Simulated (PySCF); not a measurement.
Species: nitrogen trifluoride, NF₃.
Bonds: F1–N2, N2–F3, N2–F4.

Computed with PBE0-D3(BJ)/def2-SVP geometry optimisation, gas phase in PySCF.

(1) Give the optimised bond lengths and angles.

Results:

(1) 
```csv
bond,length (Å),order
"F1–N2, N2–F3, N2–F4",1.352,single
```

Bonds in one row agree within 0.01 Å and their mean is given. Orders are formal, as drawn. A selection of angles:
```csv
angle,degrees
F1–N2–F3,102.4
F1–N2–F4,102.5
```

All 3 F–N bonds measure 1.352 Å. N2 (nitrogen bonded to 3 F) is pyramidal (angles 102.5°, 102.5° and 102.4°, sum 307.4°, 0.59 Å off the plane of its three neighbours).

Point group: C3v (tolerance 0.08 Å). Whether it is a minimum is left open (no frequencies).

---

Dimethylphosphine, C2H7P.
SMILES with atom numbers: `[CH3:1][PH:2][CH3:3]` (hydrogens: H4, H5, H6 on C1; H7 on P2; H8, H9, H10 on C3)

Computed with PBE0-D3(BJ)/def2-SVP geometry optimisation, gas phase in PySCF 2.14.0.

Task: What internal coordinates does the optimisation give?

Result: 
```csv
bond,length (pm)
"C1–P2, P2–C3",185.4
C1–H4 and 5 like bonds,110.1
P2–H7,143.0
```

Bonds in one row agree within 1 pm and their mean is given. A selection of angles:
```csv
angle,degrees
P2–C1–H4,109.5
P2–C1–H6,113.4
H4–C1–H5,107.5
H4–C1–H6,108.9
C1–P2–C3,99.9
C1–P2–H7,97.0
```

P2 (phosphine phosphorus) is pyramidal (angles 99.9°, 97.0° and 96.9°, sum 293.8°, 0.83 Å off the plane of its three neighbours).

Point group: Cs (every atom within 0.08 Å of its image). No frequency check.
